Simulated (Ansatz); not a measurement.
# CHAlO: the cost of one run

The runs use Ansatz 0.2.0, Gaussian basis; def2-QZVPP, core rule «outside noble gas», up to 7 orbitals frozen.

To be run: UHF; ROHF; CCSD(T) on UHF.

2 further runs of the same task are left out: 2 set aside as unsound or not needed.

**1. What is computed**

The geometry is a PBE0/def2-TZVP stationary point (not a proven minimum) of the parent state, kept for this charge and spin.

4 atoms, charge 0, spin multiplicity 5.

Atoms are counted from 1 here; the program's logs count them from 0.

Bond lengths: C1–Al2 1.857 Å, C1–H4 1.080 Å, Al2–O3 1.597 Å. Angles: Al2–C1–H4 180.0°, C1–Al2–O3 180.0°.

**2. UHF**

The input, in.yaml:

```yaml
crystal:
  periodic: [false, false, false]
  atoms:
    - {symbol: C, position_ang: [0.000000, 0.000000, 1.057693]}
    - {symbol: Al, position_ang: [0.000000, 0.000000, -0.799174]}
    - {symbol: O, position_ang: [0.000000, 0.000000, -2.396024]}
    - {symbol: H, position_ang: [0.000000, 0.000000, 2.137505]}
basis:
  gaussian: {orbitals: "def2-QZVPP.json"}
magnetization: {spin_polarized: true, initial_magnetization: 4}
hamiltonian: {xc: hf}
output: {orbitals: {seedname: orbitals}}
```

The run is started by

```
> ansatz run in.yaml --threads 1 --pin off --events-out ev --progress --plain --max-ram 2393MiB
```

**Question.** How long does this run take on 1 thread of Arm Neoverse V2, shared host, and how much memory does it need?

About 16 s, with a peak of 0.49 GiB.
